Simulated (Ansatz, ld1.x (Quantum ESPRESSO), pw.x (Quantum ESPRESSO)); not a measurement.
## Tc: does the TM potential hold in the solid?

* Element: technetium (Tc)
* Generator: ld1.x (Quantum ESPRESSO) 7.5
* Type: norm-conserving Troullier–Martins (Kleinman–Bylander form)
* Functional: PBEsol
* Relativity: scalar-relativistic
* Frozen core: [Kr]
* Valence charge: 7
* Reference configuration: 4d5 5s0 5p0 (charge +2)
* Partial waves: 5s (bound, empty): rc 2.55 bohr; 5p (bound, empty): rc 2.85 bohr; 4d (bound): rc 2.20 bohr
* Local potential: all-electron potential smoothed inside 1.95 bohr (lloc = -2)
* Core correction: Bessel-smoothed model core, default radius (core density twice the valence density)

Atomic tests: cutoffs needed: 40 Ry and 45 Ry (the cutoffs (Ry, on a coarse ladder) from which the occupation-weighted sum of valence levels, in a spherical-Bessel basis at the reference potential, stays within 10 and 1 mRy of its value at 400 Ry); ghost test: ghost state, extra bound levels that the all-electron valence spectrum of the same l lacks: s at -12.4 eV; a true bound ghost makes a file unfit for plane-wave use (spherical-Bessel basis up to 400 Ry, 20 bohr box); configuration tests: 2 of 7 tests not solved or not reliable.

Crystal test: bcc Tc in pw.x 7.5, no spin, 15³ k-points, Fermi–Dirac smearing 0.01 Ry, cutoffs 55/220 Ry. The reference is all-electron LAPW (Ansatz 0.2.0) with the same functional, mesh and smearing; V0 and B0 come from Birch–Murnaghan fits to the pressures at five volumes. Errors are pseudo minus all-electron; Δ is the rms difference of the E(V) curves that follow from these fits, minima aligned, over ±6 % about the mean V0. Mesh and smearing are coarse, so the numbers serve the comparison and aren't converged zero-temperature values; the lattice is a test structure that the element need not adopt.

All-electron: a0 = 3.051 Å (V0 = 14.20 Å³/atom), B0 = 316.6 GPa.

**Question.** How far does the potential miss the all-electron equation of state?

**Answer.** mean pressure error (GPa): -9.65; a0 (Å): 3.020; a0 error (%): -1.03; B0 error (%): +4.1; Δ (meV/atom): 30.8. The largest radius (2.85 bohr) exceeds half the bond length (2.50 bohr), so the spheres overlap, which is one possible source of error among others. This is a poor potential for the solid. Note: ghost state, extra bound levels that the all-electron valence spectrum of the same l lacks: s at -12.4 eV. A true bound ghost makes a file unfit for plane-wave use. Atomic configuration tests: 2 of 7 tests not solved or not reliable. The logarithmic derivative shows an extra or strongly shifted pseudo pole above the reference energy (s near -0.94 Ry).

| V (Å³/atom) | P all-electron (GPa) | P pseudo (GPa) |
| --- | --- | --- |
| 13.494 | 18.26 | 6.98 |
| 13.849 | 8.52 | -1.86 |
| 14.204 | 0.02 | -9.55 |
| 14.559 | -7.38 | -16.21 |
| 14.914 | -13.82 | -21.99 |

**Question.** At the middle volume, how do free energy and pressure move when the wave cutoff is lowered (ecutrho kept at four times it)?

**Answer.**

```csv
cutoff (Ry),shift of F (meV/atom),shift of P (GPa)
25,+2895.6,-128.09
33,+306.8,-23.97
44,+3.5,-0.57
```

The run at the middle volume (120 k-points, 10 iterations) took about 11 s on one core of a shared host (Neoverse-V1, 32 threads, 247 GiB, load 10).
